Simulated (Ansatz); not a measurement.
BClH5N, SMILES [NH3+][BH2-]Cl, a rigid scan of one bond length

With Ansatz 0.2.0, Python API.

Interactive session:
```pycon
>>> import warnings
>>> import ansatz
>>> import numpy as np
>>> config = {
...     "basis_set": "6-31G*",
...     "xc": "R2SCAN0",
... }
>>> warnings.simplefilter("ignore", ansatz.DeckWarning)
>>> geometry_ang = [
...     ("N", (0.7978, 0.1765, 0.0634)),
...     ("B", (-0.6568, -0.2779, -0.1145)),
...     ("Cl", (-1.8127, 1.0256, 0.5263)),
...     ("H", (0.9951, 0.336, 1.0771)),
...     ("H", (1.4382, -0.5646, -0.3005)),
...     ("H", (0.9572, 1.062, -0.4682)),
...     ("H", (-0.8379, -1.2915, 0.4868)),
...     ("H", (-0.881, -0.466, -1.2704)),
... ]
>>> mol = ansatz.Crystal.molecule()
>>> for symbol, xyz in geometry_ang:
...     mol = mol.atom(symbol, xyz)
...
>>> symbols = [site.symbol for site in mol.cartesian_sites]
>>> start = np.array([site.position_ang for site in mol.cartesian_sites])
>>> axis = (start[0] - start[1]) / np.linalg.norm(start[0] - start[1])
>>> moving = [0, 3, 4, 5]
>>> lengths, energies = [1.3, 1.41, 1.53, 1.69, 1.92, 2.3, 2.76, 3.38], []
>>> for length in lengths:
...     xyz = start.copy()
...     xyz[moving] += (length - np.linalg.norm(start[0] - start[1])) * axis
...     point = ansatz.Crystal.molecule()
...     for symbol, xyz in zip(symbols, xyz):
...         point = point.atom(symbol, xyz.tolist())
...     base = (
...         point.calculation()
...         .basis(gaussian=config["basis_set"])
...         .functional(config["xc"])
...     )
...     rep = base.run(threads=1, backend="cpu").report
...     energies.append(rep["free_energy_ev"])
...     print(f"r = {length:6.3f} A  E = {energies[-1]:.5f} eV  <S^2> = {abs(rep['mean_field']['state']['spin_squared']):.3f}")
...
r =  1.300 A  E = -14767.46212 eV  <S^2> = 0.000
r =  1.410 A  E = -14768.43159 eV  <S^2> = 0.000
r =  1.530 A  E = -14768.83749 eV  <S^2> = 0.000
r =  1.690 A  E = -14768.83834 eV  <S^2> = 0.000
r =  1.920 A  E = -14768.42649 eV  <S^2> = 0.000
r =  2.300 A  E = -14767.63792 eV  <S^2> = 0.000
r =  2.760 A  E = -14766.97894 eV  <S^2> = 0.000
r =  3.380 A  E = -14766.53858 eV  <S^2> = 0.000
>>> print("energy above the lowest point (eV):", [round(e - min(energies), 3) for e in energies])
energy above the lowest point (eV): [1.376, 0.407, 0.001, 0.0, 0.412, 1.2, 1.859, 2.3]
```

Reading the output:
- Total energies depend on the basis set; only differences at equal settings carry meaning.
- The rest of the molecule is held rigid at a force-field or estimated start geometry, and the basis set is modest; single-reference methods fail as a bond breaks.
- The orbitals are restricted, so S² is zero by construction.
- Toward dissociation an unrestricted state can lie under the restricted one, by tenths of an eV for polar bonds under a functional and by 1 to 2 eV or more for others.
- Timing: 22 s on 1 thread of Arm Neoverse V2, on a shared host, peak memory 0.19 GiB.

(Lines on the test bed's own set-up are left out of the output.)
